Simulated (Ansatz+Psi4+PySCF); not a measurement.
# singlet CH4: levels of theory in one basis

```xyz
5

C     0.0000    0.0000    0.0000
H     0.9437    0.9437    0.9437
H    -0.6291   -0.6291    0.6291
H     0.6291   -0.6291   -0.6291
H    -0.6291    0.6291   -0.6291
```

Basis set: cc-pVTZ (spherical functions). Frozen core: 1 orbital. Charge 0, multiplicity 1.

Computed with Ansatz (development build ahead of 0.2.0); each method stands on the lowest determinant of its kind that the runs found.

| method | E − E(RHF) (eV) | <S²> of the determinant |
| --- | --- | --- |
| RHF | 0.00 | 0.00 |
| RHF-MP2 | -5.50 | – |
| RHF-CCSD | -6.17 | – |

(1) What does RHF-CCSD(T) give on the same scale?

(2) Is a single determinant a sound starting point here?

## Answers

(1) -6.38 eV.

(2) Only with care. Unrestricted orbitals gain 0.00 eV and <S²> is 0.00 against 0.00 for a pure state, but bonds are stretched.
